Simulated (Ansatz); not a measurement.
## Two structures, one formula

Two relaxed structures of CH₃BF, doublet (PBE0-D4/def2-TZVP; forces vanish, vibrations not checked).

A:

| atom | x (Å) | y (Å) | z (Å) |
| --- | --- | --- | --- |
| C1 | -0.4586 | 0.0056 | -0.2173 |
| B2 | 0.5552 | 0.4122 | 0.8883 |
| F3 | 1.7633 | -0.0901 | 0.9756 |
| H4 | -0.3352 | 0.7160 | -1.0450 |
| H5 | -1.4943 | 0.0853 | 0.1134 |
| H6 | -0.2643 | -0.9991 | -0.6069 |

B:

```
6
angstrom
C -0.6069 0.2113 -0.4581
B 0.5929 -0.2171 0.3850
F 0.5780 0.0135 1.6961
H -0.6506 0.0494 -1.5302
H -1.4775 0.6997 -0.0285
H 1.5642 -0.7568 -0.0643
```

Ansatz 0.2.0; basis: def2-TZVPP; cores frozen in the correlated methods; orbitals are unrestricted. B3LYP uses VWN-RPA correlation.

Question: Which structure is lower at CCSD(T), and by how much? (To be estimated.)

Answer: By the calculation: B, by 29.8 kJ/mol (electronic energy, against the other). By their contacts, A is CH₃BF ([CH3][B][F]) and B is CH₃BF ([CH2][BH][F]).

All methods give the same order:

| method | E(B) − E(A) (kJ/mol) |
| --- | --- |
| PBE-D4 | -16.3 |
| r2SCAN-D4 | -23.4 |
| PBE0-D4 | -21.8 |
| B3LYP-D4 | -31.0 |
| wB97M-V | -33.2 |
| HF | -48.5 |
| MP2 | -21.3 |
| CCSD | -33.6 |
| CCSD(T) | -29.8 |

T1 diagnostic: at most 0.015. ⟨S²⟩ of the unrestricted Hartree–Fock references: 0.75 to 0.76 (a pure state has 0.75).

Labels in which every atom is bracketed show which atoms are joined, not bond orders.

For scale, one of the runs: CCSD(T)/def2-TZVPP, 135 basis functions, launched by `ansatz run in.yaml --threads 2 --pin off --events-out ev --progress --plain --max-ram 4352MiB`. Time: 44 s of wall clock on 2 CPU threads of an Arm Neoverse V1; the host was shared. Peak host memory: 1.7 GiB.
